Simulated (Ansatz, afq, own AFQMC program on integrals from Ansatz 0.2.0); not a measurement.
# AlN, triplet: AFQMC among the cluster methods

```xyz
2

Al    0.0000    0.0000    0.0000
N     0.0000    0.0000    4.7330
```

Basis 6-31G. Noble-gas cores (and the filled d shells of Ga–Kr and In–Xe) are frozen. Ansatz 0.2.0 and our own AFQMC program on the same integrals; the CISD trial comes from CCSD amplitudes, and released means the phaseless constraint is let go. Uncertainties: one standard error, sampling alone.

Determinant: ROHF, the one that the program's search chose, which needn't be the lowest solution. The geometry is a point of a scan.

Full CI on the same integrals is exact in this basis and with this determinant's frozen core.

Cautions: lower spins were not checked; a spin-contaminated unrestricted determinant lies lower (UHF 4.31 eV lower, ⟨S²⟩ 3.00); the search met a lower determinant of the same kind, perhaps of another symmetry (451 meV lower); strong correlation (T1 0.377, weight of the determinant 0.24, largest double 0.12); the CCSD(T) amplitudes may be one of several solutions (largest double 0.12); the CCSDT(Q) amplitudes may be one of several solutions (largest double 0.76); the CCSDTQ amplitudes may be one of several solutions (largest double 0.76); the released energies are still falling, so no released level is given (meV from the phaseless value at times in 1/Eh: 9 ± 4 at 0.24, 10 ± 4 at 0.51, 0 ± 5 at 0.99, -4 ± 14 at 1.62, -20 ± 5 at 2.40); the ph-AFQMC/CISD walk drifts between its halves (2.6 errors); the next higher spin lies close (full CI puts it 9 meV above).

```
T1 diagnostic                               : 0.3768
weight of the determinant in the CISD state : 0.244
size of the correlated space                : 8 electrons in 16 orbitals
```

Reference: full CI, correlation energy -6.048 eV. The cautions show a poor starting determinant, so the rows tell how each method copes with it here, and full CI is the sure value.

```
        level  E − E(reference) (mEh)  share of correlation (%)
           HF                  222.27                      0.00
          MP2                   86.42                     61.12
         CCSD                    1.47                     99.34
      CCSD(T)                    1.58                     99.29
        CCSDT                    0.11                     99.95
     CCSDT(Q)                    0.23                     99.90
       CCSDTQ                    0.00                    100.00
ph-AFQMC/CISD             4.65 ± 0.15                     97.91
```

CCSDT and higher add their correlation energy to the determinant of the CCSD(T) run, since their own runs factorise the integrals more tightly (a shift of under 2 meV). A walk keeps the symmetry of its determinant, which the program's search chose and which needn't be the lowest solution, so a lower state of the same spin and another symmetry isn't excluded.
